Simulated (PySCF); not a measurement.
cyclobutanone: calculation against experiment

**Measured values to compare with.**

From NIST CCCBDB Release 22 (SRD 101), experimental dipoles, for the gas: dipole moment (microwave Stark effect) 2.99 D.

The runs below try to reproduce these values; the comparison stands at the end.

Cyclobutanone, C₄H₆O.
Atom-mapped SMILES: `[O:1]=[C:2]1[CH2:3][CH2:4][CH2:5]1` (hydrogens: H6, H7 on C3; H8, H9 on C4; H10, H11 on C5)

Structure used (GFN2-xTB), in Å, numbered top down from 1:
```
atom  x, y, z in Å
O1     0.305   -2.286   -0.432
C2     0.149   -1.120   -0.213
C3    -1.060   -0.211   -0.178
C4    -0.128    0.961    0.180
C5     1.088    0.016    0.135
H6    -1.574   -0.131   -1.135
H7    -1.792   -0.483    0.580
H8    -0.104    1.755   -0.562
H9    -0.316    1.397    1.158
H10    1.824    0.228   -0.637
H11    1.613   -0.123    1.079
```

Runs made with PySCF (gas phase, on this GFN2-xTB geometry; no spin–orbit coupling):

```
              level                                                                      job  basis functions
      PBE0/pcSseg-1                                  shieldings, charges and field gradients              115
CAM-B3LYP/def2-SVPD        8 singlets by full TDDFT, 3 Tamm–Dancoff triplets, polarisability              151
        B3LYP/pcJ-1  spin–spin couplings from 10 perturbed nuclei, spin–dipole term left out              195
```

Results beside the measurements:

**Dipole moment.** Measured: 2.99 D (NIST CCCBDB Release 22 (SRD 101), experimental dipoles).

```
              level  computed (D)  computed − measured (D)  % (from the printed values)
      PBE0/pcSseg-1          2.93                    -0.06                           -2
CAM-B3LYP/def2-SVPD          3.24                    +0.25                           +8
        B3LYP/pcJ-1          2.93                    -0.06                           -2
```

The computed dipoles belong to one fixed geometry; measured ones are averaged over vibrations unless marked μe. Magnitudes are compared, not signs.

The geometry is computed, not the measured one. Where a level misses, the cause wasn't examined.
